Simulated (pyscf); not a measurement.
## Four-centre exchange: H₂N–SiH₂–NH₂ + SiH₄ → H₂N–SiH₂–NH–SiH₃ + H₂

Gas phase, singlet surface, charge 0. Bonds broken: N1–H4, Si10–H11. Bonds formed: N1–Si10, H4–H11. Structures and frequencies: ωB97X-D3(BJ)/def2-SVP in PySCF.

Transition state (Å):

```xyz
14

N     -0.7155     0.2377     0.7130
Si    -0.1476     0.2543    -0.9905
N     -1.1093    -0.7098    -2.0301
H     -1.5567     1.0351     0.9920
H     -0.8722    -0.6977     1.0982
H     -0.2213     1.6945    -1.3432
H      1.2360    -0.2830    -1.0327
H     -2.0476    -0.4633    -2.3213
H     -0.8487    -1.6499    -2.3010
Si     0.1035     1.3996     1.9712
H     -1.6517     2.0268     1.6301
H      1.4077     0.6097     2.0132
H     -0.3469     1.2948     3.3859
H      0.5710     2.7097     1.4416
```

One imaginary mode, 1389i cm⁻¹; descent along it reached the two sides named.

```json
[
 {"bond": "N1–H4", "change": "breaks", "reactant side (Å)": "1.016", "saddle": "1.192", "product side": "2.7"},
 {"bond": "Si10–H11", "change": "breaks", "reactant side (Å)": "1.489", "saddle": "1.895", "product side": "3.9"},
 {"bond": "N1–Si10", "change": "forms", "reactant side (Å)": "3.1", "saddle": "1.898", "product side": "1.741"},
 {"bond": "H4–H11", "change": "forms", "reactant side (Å)": "2.9", "saddle": "1.183", "product side": "0.761"}
]
```

Electronic energies relative to the separated reactants (kcal/mol):

```tsv
level	barrier	reaction energy	reverse barrier
ωB97X-D3(BJ)/def2-TZVP	41.8	-9.4	51.3
PBE/def2-TZVP	39.2	-5.7	45.0
r²SCAN/def2-TZVP	40.5	-7.9	48.4
B3LYP-D3(BJ)/def2-TZVP	42.8	-8.0	50.8
PBE0-D3(BJ)/def2-TZVP	39.6	-7.1	46.7
M06-2X/def2-TZVP	43.2	-10.3	53.5
ωB97M-D3(BJ)/def2-TZVP	43.1	-7.6	50.7
HF/def2-TZVP	62.7	-4.4	67.1
```

With ωB97M-D3(BJ)/def2-TZVP energies and thermal terms (ideal gas, 1 atm, RRHO with modes under 100 cm⁻¹ raised to 100, one conformer, R ln 2 for rigid chiral ones), in kcal/mol:

| T (K) | ΔH‡ | ΔG‡ | ΔH | ΔG |
|---|---|---|---|---|
| 298 | 41.2 | 51.3 | -10.0 | -8.4 |
| 600 | 41.4 | 61.5 | -8.9 | -7.2 |
| 900 | 42.1 | 71.4 | -7.9 | -6.6 |
| 1200 | 43.0 | 81.0 | -7.3 | -6.2 |

At the saddle there is also a short H–Si contact that neither side keeps. This is the saddle that the search found; another between the same sides may lie lower.
